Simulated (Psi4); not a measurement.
# SiS (SMILES [Si-]#[S+]): FNO-CCSD(T)/cc-pVDZ (occ tolerance 1e-06, sweep point 6)

What is the energy change on altering one bond length of SiS at FNO-CCSD(T)/cc-pVDZ (occ tolerance 1e-06, sweep point 6)? 

The results are computed with Psi4 1.11.

## Step 1: Starting point

The species is SiS (2 atoms), meant as a singlet with charge 0. As SMILES, `[Si-]#[S+]`. The bond length is the measured one.

Bond lengths: Si1–S2 1.929 Å.

## Step 2: The energy at FNO-CCSD(T)/cc-pVDZ (occ tolerance 1e-06, sweep point 6)

Contents of input.inp:

```
memory 1600 mb

molecule {
  0 1
  Si     0.000000     0.000000     0.000000
  S      0.000000     0.000000     1.929321
  symmetry c1
}

set globals {
  basis           cc-pVDZ
  puream          true
  scf_type        pk
  num_frozen_docc 10
  occ_tolerance   1e-06
}

E, wfn = energy("fno-ccsd(t)", return_wfn=True)
print_variables()
```

Command:

```
$ psi4 -n 1 input.inp input.out
```

input.out:

```text
[...]
  Running in c1 symmetry.
[...]
  Nuclear repulsion =   61.439073741528752
[...]
  Multiplicity = 1
[...]
  Nalpha       = 15
  Nbeta        = 15
[...]
    Number of basis functions: 36
[...]
   @RHF iter   1:  -686.45263006804987   -5.52632e-01   5.47360e-03 ADIIS/DIIS
[...]
   @RHF iter  10:  -686.48078228321208   -5.68434e-13   1.41013e-09 DIIS
[...]
    Orbital Energies [Eh]
    ---------------------
    Doubly Occupied:
       1A    -91.937525     2A    -68.841004     3A     -8.942562
       4A     -6.623275     5A     -6.621589     6A     -6.621589
       7A     -6.186359     8A     -4.287148     9A     -4.287075
      10A     -4.287075    11A     -0.943829    12A     -0.572973
      13A     -0.387845    14A     -0.387289    15A     -0.387289
[...]
  @RHF Final Energy:  -686.48078228321208
   => Energetics <=
    Nuclear Repulsion Energy =             61.4390737415287518
    One-Electron Energy =               -1073.2108596628963824
    Two-Electron Energy =                 325.2910036381556438
    Total Energy =                       -686.4807822832119655
[...]
 Multipole Moments:
 ------------------------------------------------------------------------------------
     Multipole            Electronic (a.u.)      Nuclear  (a.u.)        Total (a.u.)
 ------------------------------------------------------------------------------------
 L = 1.  Multiply by 2.5417464519 to convert [e a0] to [Debye]
 Dipole X            :          0.0000000            0.0000000            0.0000000
 Dipole Y            :          0.0000000            0.0000000            0.0000000
 Dipole Z            :         -0.8821235            0.0013275           -0.8807960
 Magnitude           :                                                    0.8807960
[...]
      * MP2 total energy:                   -686.684155278567
[...]
      * MP2 total energy:                   -686.684155278567
[...]
      * MP3 total energy:                   -686.702175551390
[...]
      * CCSD total energy:                  -686.706046767369
[...]
      * CCSD(T) total energy                -686.716866907874
[...]
```

Run time: 4.5 s. Hardware: 1 thread of Intel Xeon 6975P-C (Granite Rapids), shared host; peak memory 0.27 GiB.

## Step 3: The distorted shape, same level

Contents of calc.inp:

```
memory 1600 mb

molecule system {
  0 1
  Si     0.000000     0.000000    -0.964679
  S      0.000000     0.000000     1.929321
  symmetry c1
}

set reference rhf
set puream true
set scf_type pk
set num_frozen_docc 10
set occ_tolerance 1e-06

e, wfn = energy("fno-ccsd(t)/cc-pVDZ", return_wfn=True)
```

Command:

```
$ psi4 calc.inp calc.out -n 1
```

calc.out:

```text
[...]
  Running in c1 symmetry.
[...]
  Nuclear repulsion =   40.959120660013824
[...]
  Multiplicity = 1
[...]
  Nalpha       = 15
  Nbeta        = 15
[...]
    Number of basis functions: 36
[...]
   @RHF iter   1:  -686.01433815044402   -7.72618e-01   1.27889e-02 DIIS/ADIIS
[...]
   @RHF iter  15:  -686.29325780894783   -3.41061e-13   1.48201e-09 DIIS
[...]
    Orbital Energies [Eh]
    ---------------------
    Doubly Occupied:
       1A    -91.926929     2A    -68.939655     3A     -8.918345
       4A     -6.600185     5A     -6.596026     6A     -6.596026
       7A     -6.273204     8A     -4.373671     9A     -4.373671
      10A     -4.369767    11A     -0.809712    12A     -0.612740
      13A     -0.320135    14A     -0.308101    15A     -0.308101
[...]
  @RHF Final Energy:  -686.29325780894783
   => Energetics <=
    Nuclear Repulsion Energy =             40.9591206600138236
    One-Electron Energy =               -1031.8522193460116796
    Two-Electron Energy =                 304.5998408770500419
    Total Energy =                       -686.2932578089478284
[...]
 Multipole Moments:
 ------------------------------------------------------------------------------------
     Multipole            Electronic (a.u.)      Nuclear  (a.u.)        Total (a.u.)
 ------------------------------------------------------------------------------------
 L = 1.  Multiply by 2.5417464519 to convert [e a0] to [Debye]
 Dipole X            :          0.0000000            0.0000000            0.0000000
 Dipole Y            :          0.0000000            0.0000000            0.0000000
 Dipole Z            :         -2.4041490            0.0019913           -2.4021578
 Magnitude           :                                                    2.4021578
[...]
      * MP2 total energy:                   -686.497728384372
[...]
      * MP2 total energy:                   -686.497728384372
[...]
      * MP3 total energy:                   -686.517823395902
[...]
      * CCSD total energy:                  -686.551449607797
[...]
      * CCSD(T) total energy                -686.599047791833
[...]
```

It took 6.9 s on 1 thread of Intel Xeon 6975P-C (Granite Rapids), shared host; peak memory 0.27 GiB.

## Step 4: Results

Level: FNO-CCSD(T)/cc-pVDZ (occ tolerance 1e-06, sweep point 6), 10 core orbitals frozen.

```
                                                          quantity          value
                                         first shape: total energy  -686.71687 Eh
                  first shape: HOMO energy (Hartree–Fock orbitals)      -10.54 eV
                  first shape: LUMO energy (Hartree–Fock orbitals)        0.87 eV
                first shape: HOMO–LUMO gap (Hartree–Fock orbitals)       11.41 eV
         first shape: correlation energy (10 core orbitals frozen)     -236.1 mEh
                                       first shape: (T) correction     -10.82 mEh
                                        first shape: T1 diagnostic          0.025
                                     distorted shape: total energy  -686.59905 Eh
              distorted shape: HOMO energy (Hartree–Fock orbitals)       -8.38 eV
              distorted shape: LUMO energy (Hartree–Fock orbitals)       -1.20 eV
            distorted shape: HOMO–LUMO gap (Hartree–Fock orbitals)        7.18 eV
     distorted shape: correlation energy (10 core orbitals frozen)     -305.8 mEh
                                   distorted shape: (T) correction     -47.60 mEh
                                    distorted shape: T1 diagnostic          0.191
energy change with the Si1–S2 bond stretched from 1.929 to 2.894 Å       3.206 eV
```

In words: With the Si1–S2 bond stretched from 1.929 to 2.894 Å the energy rises by 3.21 eV (74 kcal/mol). The first shape isn't relaxed at this level, so the change isn't measured from a minimum. A restricted reference can't describe the breaking bond well at this length. The T1 diagnostic (first shape) of 0.025 is above the customary mark for such species, so a single reference may not serve. The triples (first shape) make up 4.6 % of the correlation energy. The T1 diagnostic (distorted shape) of 0.191 is above the customary mark for such species, so a single reference may not serve. The triples (distorted shape) make up 15.6 % of the correlation energy.
